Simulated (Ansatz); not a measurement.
Input and output for C5H10, SMILES `C=CC(C)C`.

```yaml
crystal:
  periodic: [false, false, false]
  atoms:
    - {symbol: C, position_ang: [-1.697394, -1.214953, 0.890400]}
    - {symbol: C, position_ang: [-1.035195, -0.488977, 0.001486]}
    - {symbol: C, position_ang: [0.339355, 0.070754, 0.188080]}
    - {symbol: C, position_ang: [1.296453, -0.500243, -0.854345]}
    - {symbol: C, position_ang: [0.311246, 1.594951, 0.118655]}
    - {symbol: H, position_ang: [-2.694283, -1.590488, 0.690396]}
    - {symbol: H, position_ang: [-1.263415, -1.460120, 1.855312]}
    - {symbol: H, position_ang: [-1.505688, -0.263811, -0.956335]}
    - {symbol: H, position_ang: [0.691946, -0.225494, 1.183144]}
    - {symbol: H, position_ang: [2.303644, -0.096923, -0.720388]}
    - {symbol: H, position_ang: [1.350679, -1.588799, -0.788301]}
    - {symbol: H, position_ang: [0.966416, -0.241466, -1.865224]}
    - {symbol: H, position_ang: [-0.053908, 1.930986, -0.856794]}
    - {symbol: H, position_ang: [1.312914, 2.009630, 0.259156]}
    - {symbol: H, position_ang: [-0.344668, 2.014351, 0.884259]}
basis:
  gaussian: {orbitals: aug-cc-pVDZ, fitting: {mean_field: cc-pVTZ-jkfit}}
hamiltonian: {xc: {name: SVWN5}}
output: {forces: true}
```

```sh
$ ansatz run in.yaml --threads 4 --pin off --events-out ev --progress --plain --max-ram 10444MiB
```

Output, abridged:

```
Functional definition: SVWN5
695 factors; integrals over basis functions are off by at most 1.5e-1 eV
mean field evaluation 1: about -5273.4468 eV, gradient 9.5e1 eV
mean field evaluation 2: about -5187.8363 eV, gradient 2.0e2 eV
mean field evaluation 4: about -5294.7251 eV, gradient 3.1e1 eV
mean field evaluation 8: about -5297.0973 eV, gradient 2.4e-1 eV
mean field evaluation 16: about -5297.0958 eV, gradient 6.6e-5 eV
mean field -5297.09581697 eV, -194.6646807730 hartree, gradient 6.6e-5 eV, S^2 0.000000; 0 other end points of the search recorded, 0 dependent functions left out
reference -5297.09593613 eV, -194.6646851521 hartree; 20, 20 occupied and 185, 185 virtual orbitals, 695 factors
Total energy: -5297.09593613 eV, -194.6646851521 hartree
Atom 0 at    -1.697394    -1.214953     0.890400 Å, force    -0.062394    -0.056608     0.062908 eV/Å
Atom 1 at    -1.035195    -0.488977     0.001486 Å, force     0.763643     0.330567     0.061223 eV/Å
Atom 2 at     0.339355     0.070754     0.188080 Å, force    -0.199456     0.171151    -0.568797 eV/Å
Atom 3 at     1.296453    -0.500243    -0.854345 Å, force    -0.426881     0.227552     0.456322 eV/Å
Atom 4 at     0.311246     1.594951     0.118655 Å, force    -0.008393    -0.664278     0.042880 eV/Å
Atom 5 at    -2.694283    -1.590488     0.690396 Å, force    -0.550345    -0.206031    -0.115009 eV/Å
Atom 6 at    -1.263415    -1.460120     1.855312 Å, force     0.266335    -0.125567     0.536805 eV/Å
Atom 7 at    -1.505688    -0.263811    -0.956335 Å, force    -0.235937     0.144655    -0.549651 eV/Å
Atom 8 at     0.691946    -0.225494     1.183144 Å, force     0.153446    -0.162025     0.503418 eV/Å
Atom 9 at     2.303644    -0.096923    -0.720388 Å, force     0.484597     0.213002     0.075250 eV/Å
Atom 10 at     1.350679    -1.588799    -0.788301 Å, force     0.016268    -0.531587     0.036044 eV/Å
Atom 11 at     0.966416    -0.241466    -1.865224 Å, force    -0.188826     0.144142    -0.486285 eV/Å
Atom 12 at    -0.053908     1.930986    -0.856794 Å, force    -0.183717     0.134280    -0.491224 eV/Å
Atom 13 at     1.312914     2.009630     0.259156 Å, force     0.497671     0.184859     0.062689 eV/Å
Atom 14 at    -0.344668     2.014351     0.884259 Å, force    -0.326010     0.195887     0.373428 eV/Å
Dipole moment:     0.073971     0.040766    -0.012558 e Å
```

Hardware: 4 threads of an Arm Neoverse V1 on a shared host. Wall time 1.5 s, peak host memory 0.28 GiB.
